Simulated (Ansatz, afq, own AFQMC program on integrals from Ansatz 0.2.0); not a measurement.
**Atomization energy of B2S, singlet**

```xyz
3

B     0.0000   -0.6562    1.4745
S     0.0000    0.4425    0.0000
B     0.0000   -0.6562   -1.4745
```

Connectivity, by distances: B–S–B.

Atoms in their ground-state spins without spin–orbit coupling (mostly on UHF) minus the molecule (RHF), without zero-point energy. The geometry is a stationary point, not shown to be a minimum.

Basis cc-pVDZ. Only valence electrons are correlated. Ansatz 0.2.0 and our own AFQMC program on the same integrals; the CISD trial comes from CCSD amplitudes, and released means the phaseless constraint is let go. Free AFQMC starts from the CCSD state and is never constrained. Its projection time is finite, and what remains of the start isn't in its error. Error bars are statistical, one sigma. The errors of all members are added in quadrature.

No full CI on the walks' own integrals is used here; CCSDT(Q) serves as the reference and is uncertain by about the last step of the cluster series. Each member takes its own surest rung, up to full CI.

The best estimate is CCSD(T) at the basis-set limit (CBS: def2-TZVPP and def2-QZVPP, with their diffuse functions for anions and beside diffuse sets, CCSD(T) itself extrapolated) plus the step from CCSD(T) to CCSDT(Q) in cc-pVDZ. Rows without CBS are in cc-pVDZ; B2PLYP and the wave-function rows carry a basis error of their own. Core correlation and relativity beyond core potentials are missing, and ± holds the sampling alone.

Cautions: B₂S (singlet): higher spins were not checked, restricted determinant unstable towards unrestricted (UHF 254 meV lower, ⟨S²⟩ 0.81), raised T1 diagnostic (T1 0.027, weight of the determinant 0.80, largest double 0.07).

(1) Estimate: order these levels by their error in the atomization energy against the best estimate, smallest first.
A. HF/CBS
B. CCSD(T)/CBS
C. CCSD
D. HF

## Answers

(1) B (4.6 kJ/mol), C (109.2 kJ/mol), A (290.1 kJ/mol), D (301.3 kJ/mol).

Best estimates are given only where the step beyond CCSD(T) is under 0.3 eV and no member's determinant is very poor (T1 over 0.05, or 0.07 for open shells, ⟨S²⟩ too high by 0.3, two states mixed), so the hardest cases are missing from such tables.

Each member of a difference takes its own highest rung, so a best estimate needn't equal the limit plus the step of one row. A walk keeps the symmetry of its determinant, which the program's search chose and which needn't be the lowest solution, so a lower state of the same spin and another symmetry isn't excluded.
